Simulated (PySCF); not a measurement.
Level of theory: PBE-D3(BJ)/def2-TZVP // B3LYP-D3(BJ)/def2-TZVP run with PySCF. Isolated molecules, 0 K electronic values unless said otherwise. Excitations are Tamm–Dancoff values on a coarser integration grid. The basis has no diffuse functions, so Rydberg states are missing or too high.

Reference species (SMILES): `C#N` (neutral, multiplicity 1).

```
Quantity                  Result
----------------------  --------
S1 excitation (TDA)      8.18 eV
S1 oscillator strength     0.000
HOMO                    -9.04 eV
dipole moment             2.93 D
```

After one change: the S1 excitation (TDA) drops by 0.57 eV; the S1 oscillator strength is nearly the same; the HOMO rises by 1.08 eV; the dipole moment rises by 1.11 D.

What was changed between the two runs? The new species is one of these.
(A) `C#CC#N`
(B) `CCC#N`
(C) `C=CC#N`
(D) `N#CN`

B, `CCC#N`
